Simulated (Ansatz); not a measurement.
C₂H₆FNO₂, SMILES `CNC(O)(O)F`. Charge 0, multiplicity 1. Geometry: relaxed with PBE0-D4/def2-TZVP. It is one conformer, not always the lowest.

```xyz
12

C    -1.099   -0.829   -0.816
N    -0.063    0.184   -0.739
C     0.615    0.278    0.491
O    -0.205    0.716    1.511
O     1.709    1.081    0.287
F     1.061   -0.947    0.959
H    -1.622   -0.722   -1.766
H    -1.820   -0.669   -0.014
H    -0.717   -1.853   -0.732
H     0.611    0.112   -1.488
H    -0.645    1.506    1.179
H     2.174    1.143    1.128
```

Problem. What is the dipole moment at PBE/def2-TZVPP? (Estimate.)

Solution. Computed: 1.28 D, with components (-0.48, 0.82, -0.86) D in this frame, pointing from negative to positive charge.

Problem. And with r2SCAN, B3LYP, ωB97M-V? (An estimate is asked.)

Solution. The calculation gave: r2SCAN 1.32 D, B3LYP 1.34 D, ωB97M-V 1.32 D.

Problem. Give the Mulliken charges with PBE, B3LYP, ωB97M-V in def2-TZVPP. (Best estimate.)

Solution. Computed: 
| atom | PBE | B3LYP | ωB97M-V |
| --- | --- | --- | --- |
| C1 | -0.20 | -0.19 | -0.25 |
| N2 | -0.24 | -0.27 | -0.25 |
| C3 | 0.32 | 0.47 | 0.44 |
| O4 | -0.27 | -0.31 | -0.29 |
| O5 | -0.27 | -0.31 | -0.29 |
| F6 | -0.18 | -0.23 | -0.21 |
| H7 | 0.10 | 0.10 | 0.12 |
| H8 | 0.09 | 0.10 | 0.12 |
| H9 | 0.10 | 0.11 | 0.13 |
| H10 | 0.15 | 0.14 | 0.11 |
| H11 | 0.20 | 0.20 | 0.19 |
| H12 | 0.20 | 0.20 | 0.19 |

B3LYP here is the variant with VWN-RPA as its local correlation; programs differ in this.
